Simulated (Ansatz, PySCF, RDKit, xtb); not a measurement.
# C2HF: a search for the lowest isomer, part 2 of 2

Task: start from the formula C2HF, draw up candidate structures, narrow them down in stages, and characterise the one that lies lowest at 200 K.

xtb, Ansatz and PySCF; isolated molecules. The steps go on from the part before.

## Step 9: Energies at the top level

Each finalist gets a single point at CCSD(T)/def2-TZVPP.

c091a, CCSD(T)/def2-TZVPP:

input.yaml reads:

```yaml
crystal:
  periodic: [false, false, false]
  atoms:
    - symbol: C
      position_ang: [0.000000, 0.000000, -0.660989]
    - symbol: C
      position_ang: [0.000000, 0.000000, 0.555222]
    - symbol: F
      position_ang: [0.000000, 0.000000, 1.844607]
    - symbol: H
      position_ang: [0.000000, 0.000000, -1.738839]
basis:
  gaussian:
    orbitals: def2-TZVPP
correlation:
  method: ccsd_t
  frozen_orbitals: {H: 0, C: 1, F: 1}
```

Started as:

```
$ ansatz run input.yaml --threads 1 --pin off --max-ram 2610MiB --events-out events.jsonl --progress --plain --runs-dir runs
```

Output (excerpt; [...] marks lines left out):

```text
Warning: RAYON_NUM_THREADS=1 ignored (pool sized by the plan → 1); use --threads N
Functional definition: HF
  name "HF"
[...]
681 factors; integrals over basis functions are off by at most 1.1e-3 eV
[...]
mean field -4781.51001478 eV, -175.7172520194 hartree, gradient 2.7e-6 eV, S^2 0.000000; 0 other end points of the search recorded, 0 dependent functions left out
3 core orbitals not correlated: weight in the atoms' cores, before any rotation towards them, 1.000 or more for the frozen orbitals, at most 0.000 for the correlated occupied ones
reference -4781.51001478 eV, -175.7172520194 hartree; 8, 8 occupied and 96, 96 virtual orbitals, 681 factors
second order -14.98977672 eV of doubles, -0.00000000 eV of singles
cycle   1  -14.69770299 eV  change    2.9e-1 eV  update   9.2e-2
[...]
cycle  10  -15.17810538 eV  change   -6.2e-6 eV  update   4.0e-6
perturbative correction -0.66075925 eV, -0.0242824547 hartree
Total energy: -4797.34887942 eV, -176.2993195587 hartree
```

It took 11 s on 1 thread of AMD EPYC (Zen 3), shared host.

## Step 10: c319a at CCSD(T)/def2-TZVPP

input.yaml reads:

```yaml
crystal:
  periodic: [false, false, false]
  atoms:
    - {symbol: C, position_ang: [-0.235943, -0.482193, -0.466278]}
    - {symbol: C, position_ang: [0.417830, 0.677061, -0.110563]}
    - {symbol: F, position_ang: [0.485825, 1.110092, 1.168441]}
    - {symbol: H, position_ang: [0.661959, 1.499917, -0.816389]}
basis:
  gaussian: {orbitals: def2-TZVPP}
magnetization: {spin_polarized: true, initial_magnetization: 2}
correlation: {method: ccsd_t, frozen_orbitals: {H: 0, C: 1, F: 1}}
scf: {omitted_lower_state_checks: [cluster_reference]}
```

Started as:

```
$ ansatz run input.yaml --threads 1 --pin off --max-ram 2610MiB --events-out events.jsonl --progress --plain --runs-dir runs
```

Output (excerpt; [...] marks lines left out):

```text
Warning: RAYON_NUM_THREADS=1 ignored (pool sized by the plan → 1); use --threads N
[... 2 set-up lines as earlier in the session ...]
[...]
678 factors; integrals over basis functions are off by at most 8.2e-4 eV
[...]
mean field -4779.63022439 eV, -175.6481709968 hartree, gradient 8.3e-6 eV, S^2 2.470325; 8 other end points of the search recorded, 0 dependent functions left out
3 core orbitals not correlated: weight in the atoms' cores, before any rotation towards them, 1.000 or more for the frozen orbitals, at most 0.000 for the correlated occupied ones
reference -4779.63022439 eV, -175.6481709968 hartree; 9, 7 occupied and 95, 97 virtual orbitals, 678 factors
second order -12.71317324 eV of doubles, -0.00000000 eV of singles
cycle   1  -12.91085872 eV  change   -2.0e-1 eV  update   9.9e-2
[...]
cycle  23  -13.69923766 eV  change   -7.9e-6 eV  update   2.4e-6
perturbative correction -0.57812284 eV, -0.0212456224 hartree
Total energy: -4793.90758489 eV, -176.1728543174 hartree
Checks for a lower state left out: cluster_reference
```

It took 88 s on 1 thread of AMD EPYC (Zen 3), shared host; peak memory 0.85 GiB.

The reference is strongly spin-contaminated for c319a (⟨S²⟩ 2.47), so the correlated energies there are unreliable.

## Step 11: Putting it together

Energies in kcal/mol from c091a; G adds the thermal terms to the CCSD(T)/def2-TZVPP energy. The columns left of the relaxed level are at the tight-binding geometries.

```tsv
label	SMILES	spin	HF/STO-3G	r2SCAN-D4/def2-SVP	BLYP-D3(BJ)/def2-SVP	HF/def2-TZVPP	MP2/def2-TZVPP	CCSD(T)/def2-TZVPP	G	share at equilibrium	T1
c091a	C#CF	singlet	0.0	0.0	0.0	0.0	0.0	0.0	0.0	100.0 %	0.014
c319a	[C]=CF	triplet	43.2	69.3	75.5	43.3	95.8	79.4	76.4	< 0.1 %	0.061
```

Lowest found: c091a, `C#CF`, a singlet of point group C∞v. Bond lengths: C1–C2 1.216 Å, C2–F3 1.289 Å, C1–H4 1.078 Å. Angles: C1–C2–F3 180.0°, C2–C1–H4 180.0°.

```xyz
4

C     0.0000    0.0000   -0.6610
C     0.0000    0.0000    0.5552
F     0.0000    0.0000    1.8446
H     0.0000    0.0000   -1.7388
```

## Step 12: Density, orbitals and dipole (PBE0/def2-TZVPD)

input.yaml reads:

```yaml
crystal:
  periodic: [false, false, false]
  atoms:
    - symbol: C
      position_ang: [0.000000, 0.000000, -0.660989]
    - symbol: C
      position_ang: [0.000000, 0.000000, 0.555222]
    - symbol: F
      position_ang: [0.000000, 0.000000, 1.844607]
    - symbol: H
      position_ang: [0.000000, 0.000000, -1.738839]
basis:
  gaussian: {orbitals: def2-TZVPD}
output: {forces: true, orbitals: {seedname: orbitals}}
hamiltonian: {xc: pbe0}
```

Started as:

```
$ ansatz run input.yaml --threads 1 --pin off --max-ram 2610MiB --events-out events.jsonl --progress --plain --runs-dir runs
```

Output (excerpt; [...] marks lines left out):

```text
Warning: RAYON_NUM_THREADS=1 ignored (pool sized by the plan → 1); use --threads N
Functional definition: PBE0
  name "PBE0"
[...]
596 factors; their error is unknown
[...]
mean field -4800.77891460 eV, -176.4253710268 hartree, gradient 3.6e-5 eV, S^2 0.000000; 0 other end points of the search recorded, 0 dependent functions left out
[...]
reference -4800.77894124 eV, -176.4253720056 hartree; 11, 11 occupied and 112, 112 virtual orbitals, 596 factors
Total energy: -4800.77894124 eV, -176.4253720056 hartree
Atom 0 at     0.000000     0.000000    -0.660989 Å, force    -0.000000    -0.000000     1.944895 eV/Å
Atom 1 at     0.000000     0.000000     0.555222 Å, force    -0.000000     0.000000    -1.438604 eV/Å
Atom 2 at     0.000000     0.000000     1.844607 Å, force     0.000000    -0.000000    -1.071483 eV/Å
Atom 3 at     0.000000     0.000000    -1.738839 Å, force     0.000000    -0.000000     0.565192 eV/Å
Dipole moment:     0.000000    -0.000000    -0.142390 e Å
```

Wall time 6.6 s (1 thread of AMD EPYC (Zen 3), shared host).

## Step 13: Frequencies after a tight-binding relaxation (GFN2-xTB)

start.xyz reads:

```xyz
4
c091a
C      0.000000     0.000000    -0.660989
C      0.000000     0.000000     0.555222
F      0.000000     0.000000     1.844607
H      0.000000     0.000000    -1.738839
```

Started as:

```
$ xtb start.xyz --gfn 2 --ohess tight
```

Output (excerpt; [...] marks lines left out):

```text
* xtb version 6.7.1
[...]
          :  # basis functions                  13          :
[...]
          :  # electrons                        16          :
[...]
          :  Hamiltonian                  GFN2-xTB          :
[...]
          :  net charge                          0          :
          :  unpaired electrons                  0          :
[...]
   *** convergence criteria satisfied after 10 iterations ***
[...]
   *** GEOMETRY OPTIMIZATION CONVERGED AFTER 4 ITERATIONS ***
[...]
   *** convergence criteria satisfied after 3 iterations ***
[...]
         ::                     SUMMARY                     ::
         :::::::::::::::::::::::::::::::::::::::::::::::::::::
         :: total energy              -9.427788967511 Eh    ::
         :: gradient norm              0.000296086269 Eh/a0 ::
         :: HOMO-LUMO gap              7.273881624397 eV    ::
         ::.................................................::
         :: SCC energy                -9.585189032052 Eh    ::
         :: -> isotropic ES            0.006636755867 Eh    ::
         :: -> anisotropic ES          0.001427718244 Eh    ::
         :: -> anisotropic XC          0.003612277673 Eh    ::
         :: -> dispersion             -0.000955968295 Eh    ::
         :: repulsion energy           0.157400064542 Eh    ::
         :: add. restraining           0.000000000000 Eh    ::
         :: total charge              -0.000000000000 e     ::
         :::::::::::::::::::::::::::::::::::::::::::::::::::::
[...]
         8        2.0000           -0.4362643             -11.8714 (HOMO)
         9                         -0.1689541              -4.5975 (LUMO)
[...]
     #   Z          covCN         q      C6AA      α(0)
     1   6 C        1.909    -0.133    34.837     9.532
     2   6 C        1.766     0.157    27.450     8.471
     3   9 F        0.785    -0.140    10.632     3.852
     4   1 H        0.928     0.116     1.647     2.007
[...]
molecular dipole:
                 x           y           z       tot (Debye)
 q only:       -0.000      -0.000      -0.530
   full:       -0.000      -0.000      -0.567       1.442
molecular quadrupole (traceless):
[...]
          | TOTAL ENERGY               -9.427788967511 Eh   |
          | TOTAL ENTHALPY             -9.403544185983 Eh   |
          | TOTAL FREE ENERGY          -9.430259213839 Eh   |
          | GRADIENT NORM               0.000296086442 Eh/α |
[...]
```

It took 0.24 s on 1 thread of AMD EPYC (Zen 3), shared host.

## Step 14: Electronic excitations (TD-CAM-B3LYP/def2-SVPD)

An in-house driver calls PySCF's response routines at TD-CAM-B3LYP/def2-SVPD; it has no typed input.

Output:

```text
coarse grid: 3880 points
cycle   1  E = -176.2887379794  dE =  3.884e-01  |g| = 4.098e-01  |ddm| = 5.599e+00
cycle   2  E = -176.2699741371  dE =  1.876e-02  |g| = 4.962e-01  |ddm| = 1.175e+00
cycle   3  E = -176.3219534204  dE = -5.198e-02  |g| = 8.750e-02  |ddm| = 6.791e-01
cycle   4  E = -176.3237425049  dE = -1.789e-03  |g| = 3.226e-02  |ddm| = 1.058e-01
cycle   5  E = -176.3239152434  dE = -1.727e-04  |g| = 6.817e-03  |ddm| = 5.638e-02
cycle   6  E = -176.3239244222  dE = -9.179e-06  |g| = 1.220e-03  |ddm| = 3.145e-02
final grid: 39392 points
cycle   7  E = -176.3514503160  dE = -9.277e-06  |g| = 9.991e-04  |ddm| = 4.778e-02
cycle   8  E = -176.3514500938  dE =  2.222e-07  |g| = 1.429e-03  |ddm| = 2.943e-03
cycle   9  E = -176.3514505814  dE = -4.876e-07  |g| = 1.260e-04  |ddm| = 1.641e-03
cycle  10  E = -176.3514505857  dE = -4.322e-09  |g| = 4.368e-05  |ddm| = 2.400e-04
cycle  11  E = -176.3514505860  dE = -2.975e-10  |g| = 1.446e-05  |ddm| = 4.105e-05
converged SCF energy = -176.3514505860

Static polarisability (au): isotropic 23.399, principal 18.279 18.279 33.640

Singlet excitations
state   eV       nm        f      main configurations
  1   6.9305    178.9   0.00000   H-1->L+3 0.44, H->L+2 0.44
  2   7.1096    174.4   0.04418   H-1->L 0.94
  3   7.1096    174.4   0.04418   H->L 0.94
  4   7.2027    172.1   0.00000   H-1->L+2 0.49, H->L+3 0.49
  5   7.2028    172.1   0.00000   H->L+2 0.49, H-1->L+3 0.49
  6   8.7484    141.7   0.00669   H-1->L+1 0.85, H->L+1 0.12
  7   8.7484    141.7   0.00669   H->L+1 0.85, H-1->L+1 0.12
  8   9.6410    128.6   0.04393   H-1->L+4 0.88, H-1->L+7 0.09

Triplet excitations (Tamm-Dancoff, eV): 5.6414 6.2128 6.2128
```

Wall time 7.5 s (1 thread of AMD EPYC (Zen 3), shared host).

The roots found:

```tsv
excited state	energy (eV)	strength
1	6.931	0.0000
2	7.110	0.0442
3	7.110	0.0442
4	7.203	0.0000
5	7.203	0.0000
6	8.748	0.0067
7	8.748	0.0067
8	9.641	0.0439
```

## Step 15: NMR shieldings (GIAO PBE0/pcSseg-1)

An in-house driver calls PySCF's response routines at GIAO PBE0/pcSseg-1; it has no typed input.

Output:

```text
coarse grid: 3880 points
cycle   1  E = -176.2756150080  dE =  4.046e-01  |g| = 4.273e-01  |ddm| = 1.861e+00
cycle   2  E = -176.2111007160  dE =  6.451e-02  |g| = 6.566e-01  |ddm| = 5.816e-01
cycle   3  E = -176.3051287552  dE = -9.403e-02  |g| = 1.628e-01  |ddm| = 4.532e-01
cycle   4  E = -176.3115294202  dE = -6.401e-03  |g| = 3.699e-02  |ddm| = 1.290e-01
cycle   5  E = -176.3117061367  dE = -1.767e-04  |g| = 8.732e-03  |ddm| = 2.360e-02
cycle   6  E = -176.3117204389  dE = -1.430e-05  |g| = 1.996e-03  |ddm| = 7.738e-03
cycle   7  E = -176.3117213811  dE = -9.421e-07  |g| = 1.430e-04  |ddm| = 1.396e-03
final grid: 39392 points
cycle   8  E = -176.3357611592  dE = -9.521e-06  |g| = 2.483e-03  |ddm| = 9.268e-03
cycle   9  E = -176.3357612739  dE = -1.148e-07  |g| = 2.602e-03  |ddm| = 3.814e-03
cycle  10  E = -176.3357627113  dE = -1.437e-06  |g| = 6.002e-04  |ddm| = 1.979e-03
cycle  11  E = -176.3357627615  dE = -5.020e-08  |g| = 5.223e-05  |ddm| = 3.814e-04
cycle  12  E = -176.3357627618  dE = -3.511e-10  |g| = 1.102e-05  |ddm| = 3.977e-05
converged SCF energy = -176.3357627618

GIAO shielding tensors (ppm)
atom      isotropic    diamagn.    paramagn.     s11        s22        s33       span
  0 C      167.670     259.997     -92.327    111.154    111.154    280.700    169.546
  1 C       88.052     259.848    -171.796    -10.752    -10.751    285.659    296.411
  2 F      386.999     471.901     -84.903    336.047    336.074    488.874    152.827
  3 H       29.792      29.927      -0.136     24.553     24.553     40.269     15.716
```

Run time: 5.4 s. Hardware: 1 thread of AMD EPYC (Zen 3), shared host.

Isotropic shieldings, averaged over atoms that the bond graph makes equivalent (absolute, not shifts):

```tsv
atoms	shielding (ppm)
C1	167.7
C2	88.1
F3	387.0
H4	29.79
```

## Step 16: The cation at the same geometry (PBE0/def2-TZVPD)

input.yaml, as its differences from that of step 12:

```diff
@@ -12,4 +12,9 @@
 basis:
-  gaussian: {orbitals: def2-TZVPD}
-output: {forces: true, orbitals: {seedname: orbitals}}
-hamiltonian: {xc: pbe0}
+  gaussian:
+    orbitals: def2-TZVPD
+total_charge: 1
+magnetization:
+  spin_polarized: true
+  initial_magnetization: 1
+hamiltonian:
+  xc: {name: PBE0}
```

Started as:

```
$ ansatz run input.yaml --threads 1 --pin off --max-ram 2610MiB --events-out events.jsonl --progress --plain --runs-dir runs
```

Output:

```text
Warning: RAYON_NUM_THREADS=1 ignored (pool sized by the plan → 1); use --threads N
[... 2 set-up lines as earlier in the session ...]
  parameter a = 0.25
  parameter kappa = 0.804
  parameter beta = 0.06672455060314922
  exchange = (1 - a)*pbe_x(kappa = kappa, mu = beta*pi^2/3) + a*exact_x
  correlation = pbe_c(beta = beta)
596 factors; their error is unknown
mean field evaluation 1: about -4785.0980 eV, gradient 4.0e1 eV
mean field evaluation 2: about -4779.5501 eV, gradient 5.9e1 eV
mean field evaluation 4: about -4789.6325 eV, gradient 1.8e0 eV
mean field evaluation 8: about -4789.6552 eV, gradient 3.0e-1 eV
mean field evaluation 16: about -4789.6554 eV, gradient 6.0e-5 eV
mean field -4789.65540962 eV, -176.0165897584 hartree, gradient 6.0e-5 eV, S^2 0.752587; 0 other end points of the search recorded, 0 dependent functions left out
reference -4789.65543454 eV, -176.0165906743 hartree; 11, 10 occupied and 112, 113 virtual orbitals, 596 factors
Total energy: -4789.65543454 eV, -176.0165906743 hartree
```

It took 8.4 s on 1 thread of AMD EPYC (Zen 3), shared host.

Difference from the parent: 11.12 eV.

## Step 17: The anion at the same geometry (PBE0/def2-TZVPD)

input.yaml reads:

```yaml
crystal:
  periodic: [false, false, false]
  atoms:
    - {symbol: C, position_ang: [0.000000, 0.000000, -0.660989]}
    - {symbol: C, position_ang: [0.000000, 0.000000, 0.555222]}
    - {symbol: F, position_ang: [0.000000, 0.000000, 1.844607]}
    - {symbol: H, position_ang: [0.000000, 0.000000, -1.738839]}
basis:
  gaussian:
    orbitals: def2-TZVPD
total_charge: -1
magnetization:
  spin_polarized: true
  initial_magnetization: 1
hamiltonian:
  xc: pbe0
scf:
  lower_state_search: off
```

Started as:

```
$ ansatz run input.yaml --threads 1 --pin off --max-ram 2610MiB --events-out events.jsonl --progress --plain --runs-dir runs
```

Output (excerpt; [...] marks lines left out):

```text
Warning: RAYON_NUM_THREADS=1 ignored (pool sized by the plan → 1); use --threads N
[... 2 set-up lines as earlier in the session ...]
[...]
596 factors; their error is unknown
[...]
a density is far from that of the atoms, so the factors are made again for it
859 factors; integrals over basis functions are off by at most 1.2e-3 eV
[...]
mean field -4799.65750744 eV, -176.3841600738 hartree, gradient 2.0e-6 eV, S^2 0.750206; 0 other end points of the search recorded, 0 dependent functions left out
reference -4799.65753080 eV, -176.3841609323 hartree; 12, 11 occupied and 111, 112 virtual orbitals, 859 factors
Total energy: -4799.65753080 eV, -176.3841609323 hartree
Checks for a lower state left out: stability, starts, cluster_reference, orbital_swaps, neighbouring_geometries, increment
```

Run time: 9.7 s. Hardware: 1 thread of AMD EPYC (Zen 3), shared host.

Parent less the species with the added electron: -1.12 eV. The extra electron isn't bound at this geometry, so the number measures the basis, not the molecule.

## Step 18: The triplet at the same geometry (PBE0/def2-TZVPD)

input.yaml reads:

```yaml
basis:
  gaussian:
    orbitals: def2-TZVPD
crystal:
  periodic: [false, false, false]
  atoms:
    - {symbol: C, position_ang: [0.000000, 0.000000, -0.660989]}
    - {symbol: C, position_ang: [0.000000, 0.000000, 0.555222]}
    - {symbol: F, position_ang: [0.000000, 0.000000, 1.844607]}
    - {symbol: H, position_ang: [0.000000, 0.000000, -1.738839]}
magnetization:
  spin_polarized: true
  initial_magnetization: 2
hamiltonian:
  xc: pbe0
```

Started as:

```
$ ansatz run input.yaml --threads 1 --pin off --max-ram 2610MiB --events-out events.jsonl --progress --plain --runs-dir runs
```

Output (excerpt; [...] marks lines left out):

```text
Warning: RAYON_NUM_THREADS=1 ignored (pool sized by the plan → 1); use --threads N
[... 7 set-up lines as earlier in the session ...]
596 factors; their error is unknown
mean field evaluation 1: about -4789.9426 eV, gradient 2.9e1 eV
mean field evaluation 2: about -4783.4377 eV, gradient 4.5e1 eV
mean field evaluation 4: about -4794.1242 eV, gradient 4.0e0 eV
mean field evaluation 8: about -4794.1855 eV, gradient 3.9e-2 eV
mean field evaluation 16: about -4794.1953 eV, gradient 2.9e-2 eV
mean field evaluation 32: about -4789.9426 eV, gradient 2.9e1 eV
mean field evaluation 64: about -4794.8611 eV, gradient 1.8e0 eV
mean field -4794.92842253 eV, -176.2103694088 hartree, gradient 2.6e-5 eV, S^2 2.007987; 7 other end points of the search recorded, 0 dependent functions left out
reference -4794.92845547 eV, -176.2103706191 hartree; 12, 10 occupied and 111, 113 virtual orbitals, 596 factors
Total energy: -4794.92845547 eV, -176.2103706191 hartree
```

It took 65 s on 1 thread of AMD EPYC (Zen 3), shared host.

It lies 5.85 eV above the singlet.

## Step 19: Stability of the closed-shell solution (PBE0/def2-SVP)

job.py reads:

```python
# C#CF
from pyscf import gto, dft

mol = gto.M(
    atom='C 0.000000 0.000000 -0.660989; C 0.000000 0.000000 0.555222; F 0.000000 0.000000 1.844607; H 0.000000 0.000000 -1.738839',
    max_memory=1860,
    charge=0,
    verbose=3,
    basis='def2-svp',
)

mf = dft.RKS(mol)
mf.xc = 'pbe0'
mf = mf.density_fit(auxbasis='def2-universal-jkfit')
mf.max_cycle = 100
mf.grids.level = 3
mf.kernel()
if not mf.converged:
    mf = mf.newton().run(mf.mo_coeff, mf.mo_occ)

etot = mf.e_tot
print(f'total energy: {etot:.8f} hartree')
mo_i, mo_e, stable_i, stable_e = mf.stability(internal=True, external=True, return_status=True)
print('stable: internal', stable_i, 'external', stable_e)
```

Started as:

```
$ OMP_NUM_THREADS=1 python job.py
```

Output:

```text
converged SCF energy = -176.217987654836
total energy: -176.21798765 hartree
<class 'pyscf.df.df_jk.DFRKS'> wavefunction is stable in the internal stability analysis
<class 'pyscf.df.df_jk.DFRKS'> wavefunction is stable in the real -> complex stability analysis
<class 'pyscf.df.df_jk.DFRKS'> wavefunction is stable in the RHF/RKS -> UHF/UKS stability analysis
stable: internal True external True
```

Run time: 25 s. Hardware: 1 thread of AMD EPYC (Zen 3), shared host.

## Step 20: What came out

What follows sums up all 2 parts.

| quantity | value |
| --- | --- |
| lowest structure found | C#CF, singlet, C∞v |
| next finalist | [C]=CF, triplet, 76.4 kcal/mol higher in G |
| share at equilibrium, among the finalists | 100.0 % |
| funnel | 9 starts, 4 minima at GFN2-xTB, 4 screening runs, 3 relaxed, 2 ranked |
| CPU time of all runs | 12 min |
| harmonic wavenumbers, lowest and highest (BLYP-D3(BJ)/def2-SVP) | 380 and 3415 cm⁻¹ |
| rotational constants, same geometry | 0.316 cm⁻¹ |
| dipole moment (PBE0/def2-TZVPD) | 0.68 D |
| HOMO energy (PBE0/def2-TZVPD) | -8.30 eV |
| LUMO energy (PBE0/def2-TZVPD) | 0.06 eV |
| HOMO–LUMO gap (PBE0/def2-TZVPD) | 8.36 eV |
| lowest excitation (TD-CAM-B3LYP/def2-SVPD) | 6.93 eV (f = 0.000) |
| lowest triplet excitation, same level, Tamm-Dancoff | 5.64 eV |
| vertical ionisation energy | 11.12 eV |
| vertical electron affinity | -1.12 eV (unbound: the value depends on the basis) |
| vertical triplet less singlet | +5.85 eV |

`C#CF` comes out lowest. Among the finalists first place is clear (76.4 kcal/mol); structures outside the list aren't covered. HF/STO-3G, r2SCAN-D4/def2-SVP, BLYP-D3(BJ)/def2-SVP, HF/def2-TZVPP and MP2/def2-TZVPP already put its bonding pattern lowest among the structures in one piece. The largest share of the time went into the relaxations (47 %). A large T1 diagnostic among the finalists warns that one reference determinant may not suffice. It concerns: the finalist [C]=CF (triplet). A measured dipole moment is 0.73 D (NIST CCCBDB Release 22 (SRD 101), experimental dipoles). The calculated dipole moment of 0.68 D is off by -0.05 D. Lowest found is not proven lowest: the search is finite, and each finalist counts with one conformer.
